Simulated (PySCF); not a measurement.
# Continuum solvent and chemical shifts

Structure with atom numbers: `[CH2:1]=[N:2][C:3](=[CH2:4])[C:5]#[N:6]`; H(Xn) means a hydrogen on atom n. Ha(C1) is cis to C3; Ha(C4) is cis to N2; Hb(C1) is trans to C3; Hb(C4) is trans to N2.

GIAO PBE0/pcSseg-1 in PySCF on one PBE0-D3(BJ)/def2-SVP conformer, non-relativistic, equivalent nuclei averaged. Solvents enter as an IEF-PCM continuum (acetonitrile with ε = 35.7, dimethylsulfoxide with ε = 46.8) around the gas-phase geometry. Shifts are referred to TMS computed in the same medium.

Gas phase, δ in ppm: C1 162.1, C4 142.8, C3 138.3, C5 116.6, Ha(C1) 7.83, Hb(C1) 7.63, Ha(C4) 6.67, Hb(C4) 6.38. Dipole moment 2.23 D.

Question: How does each δ change in the continuum?

Answer: 
```
 atoms                         environment  Δδ, acetonitrile  Δδ, dimethylsulfoxide
    C1                          C=N carbon              +5.5                   +5.6
    C4                terminal =CH2 carbon              +6.9                   +7.0
    C3     fully substituted alkene carbon              -1.0                   -1.0
    C5                      nitrile carbon              +4.7                   +4.7
Ha(C1)            hydrogen on a C=N carbon             +0.12                  +0.12
Hb(C1)            hydrogen on a C=N carbon             +0.21                  +0.21
Ha(C4)  hydrogen on a terminal =CH2 carbon             +0.40                  +0.40
Hb(C4)  hydrogen on a terminal =CH2 carbon             +0.50                  +0.50
```

Changes are relative to the gas phase. The dipole moment becomes 2.81 D in acetonitrile, 2.81 D in dimethylsulfoxide.

Question: Which nuclei move most (in ppm), and what does the model miss?

Answer: C4 (terminal =CH2 carbon, +7.0 ppm) in dimethylsulfoxide. A continuum only polarises the solute; specific hydrogen bonds, the anisotropy of aromatic solvents and changes of geometry or conformer are outside it.
